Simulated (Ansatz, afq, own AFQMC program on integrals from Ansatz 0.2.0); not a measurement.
GeH4⁺, doublet in 6-31G, levels against full CI

```
atom    x (Å)    y (Å)    z (Å)
  Ge   0.0000   0.0000   0.0000
   H   0.8313   1.5312   1.5293
   H  -0.8440  -1.5250   1.5286
   H  -0.8282   1.5266  -1.5355
   H   0.8409  -1.5329  -1.5223
```

Basis 6-31G. Noble-gas cores (and the filled d shells of Ga–Kr and In–Xe) are frozen. Integrals, coupled cluster, full CI and functionals: Ansatz 0.2.0; the random walks run on the same integrals in our own AFQMC program. The CISD trial takes its coefficients from CCSD amplitudes. Released means that phaseless walkers are propagated on without the constraint, phases kept. ± is one standard error of the sampling. No spin–orbit coupling.

Determinant: ROHF, the one that the program's search chose, which needn't be the lowest solution. The geometry is a point of a scan.

Full CI on the same integrals is exact in this basis and with this determinant's frozen core.

Cautions: no relativity below Rb; no spin-orbit coupling; inner d shell frozen; a spin-contaminated unrestricted determinant lies lower (UHF 2.87 eV lower, ⟨S²⟩ 2.14); the search met a lower determinant of the same kind, perhaps of another symmetry (652 meV lower), and this one is a saddle point; strong correlation (T1 0.060, weight of the determinant 0.67, largest double 0.24); (T) is large, 7 % of the CCSD correlation; CCSD(T) is in doubt: in a space of 7 electrons in 8 natural orbitals full CI lies 127 meV below it; the released energies are still falling, so no released level is given (meV from the phaseless value at times in 1/Eh: -10 ± 9 at 0.24, -26 ± 8 at 0.51, -41 ± 11 at 0.99, -86 ± 7 at 1.62, -123 ± 8 at 2.40).

* T1 diagnostic: 0.0600
* weight of the determinant in the CISD state: 0.669
* size of the correlated space: 7 electrons in 23 orbitals

Reference: full CI, correlation energy -5.331 eV. The cautions show a poor starting determinant, so the rows tell how each method copes with it here, and full CI is the sure value.

```json
{"level": "HF", "E − E(reference) (kJ/mol)": "514.3", "share of correlation (%)": "0.00"}
{"level": "MP2", "E − E(reference) (kJ/mol)": "229.2", "share of correlation (%)": "55.44"}
{"level": "CCSD", "E − E(reference) (kJ/mol)": "46.7", "share of correlation (%)": "90.93"}
{"level": "CCSD(T)", "E − E(reference) (kJ/mol)": "13.0", "share of correlation (%)": "97.47"}
{"level": "CCSDT", "E − E(reference) (kJ/mol)": "3.4", "share of correlation (%)": "99.34"}
{"level": "CCSDT(Q)", "E − E(reference) (kJ/mol)": "0.7", "share of correlation (%)": "99.86"}
{"level": "CCSDTQ", "E − E(reference) (kJ/mol)": "-0.1", "share of correlation (%)": "100.02"}
{"level": "ph-AFQMC/CISD", "E − E(reference) (kJ/mol)": "24.0 ± 0.8", "share of correlation (%)": "95.34"}
```

CCSDT and higher add their correlation energy to the determinant of the CCSD(T) run, since their own runs factorise the integrals more tightly (a shift of under 2 meV). A walk keeps the symmetry of its determinant, which the program's search chose and which needn't be the lowest solution, so a lower state of the same spin and another symmetry isn't excluded.
